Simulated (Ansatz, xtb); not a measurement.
# Relative energy of two isomers of C3H5O−

Structure I: `C/C=C\[O-]`, a singlet. Structure II: `C=C(C)[O-]`, a singlet. Both are isolated ions in the gas phase, relaxed with PBE0-D3(BJ)/def2-SVPD.

I (Å):

```xyz
9

C    -0.0150    1.5669    2.3093
C    -0.7452    1.0671    1.1023
C    -2.0827    0.7197    1.1288
O    -2.9067    0.7466    2.0930
H    -0.7201    1.5961    3.1550
H     0.8394    0.9270    2.6168
H     0.4005    2.5906    2.1933
H    -0.2095    0.9672    0.1508
H    -2.4650    0.3640    0.1271
```

II (Å):

```csv
atom,x (Å),y (Å),z (Å)
C,0.3062,0.9703,0.9487
C,-0.6090,0.7006,1.9522
C,-1.8642,1.5833,2.0020
O,-0.5400,-0.1964,2.8481
H,0.1408,1.7747,0.2270
H,1.2198,0.3751,0.8626
H,-1.9180,2.0796,2.9854
H,-1.8936,2.3494,1.2105
H,-2.7590,0.9441,1.9179
```

**Question.** Estimate which is lower in electronic energy at CCSD(T)/def2-SVPD + ΔMP2/def2-TZVPPD, and by roughly how much.

**Answer.** The CCSD(T)/def2-SVPD + ΔMP2/def2-TZVPPD calculation puts structure II lower, by 4.0 kcal/mol.

The same difference at several levels:

```csv
level,geometry,E(II) − E(I) (kcal/mol),departure from the last row (kcal/mol),"job, with rough time for the two"
GFN2-xTB,GFN2-xTB,−0.8,+3.2,"optimisation, 0.062 s"
HF/STO-3G,GFN2-xTB,+0.3,+4.3,"single point, 0.12 s"
r2SCAN-D4/def2-SVPD,GFN2-xTB,−2.6,+1.4,"single point, 1.1 s"
PBE0-D3(BJ)/def2-SVPD,PBE0-D3(BJ)/def2-SVPD,−2.3,+1.7,"optimisation, 7.5 s"
HF/def2-SVPD,PBE0-D3(BJ)/def2-SVPD,−3.9,+0.1,part of the CCSD(T) run
MP2/def2-SVPD,PBE0-D3(BJ)/def2-SVPD,−3.0,+1.0,part of the CCSD(T) run
CCSD(T)/def2-SVPD,PBE0-D3(BJ)/def2-SVPD,−3.2,+0.8,single point
CCSD(T)/def2-SVPD + ΔMP2/def2-TZVPPD,PBE0-D3(BJ)/def2-SVPD,−4.0,,"single point, 12 s"
```

As drawn, both hold the same kinds of bond in the same numbers.

HF/STO-3G finds them nearly level. The largest departure from CCSD(T)/def2-SVPD + ΔMP2/def2-TZVPPD is that of HF/STO-3G, 4.3 kcal/mol. The last row adds to CCSD(T) the change of the MP2 difference between the two basis sets, here −0.8 kcal/mol.

With harmonic frequencies from PBE0-D3(BJ)/def2-SVPD (ideal gas, rigid rotor, one conformer each, 298.15 K, 1 atm): on the last row, ΔE + ΔZPE = −4.0, ΔH = −4.1, ΔG = −3.6 kcal/mol.

The correlated steps freeze 4 core orbitals. Codes used: Ansatz 0.2.0, xtb 6.7.1; the last row on 2 threads of AMD EPYC 9R45 96-Core Processor (Zen 5) on a shared host.
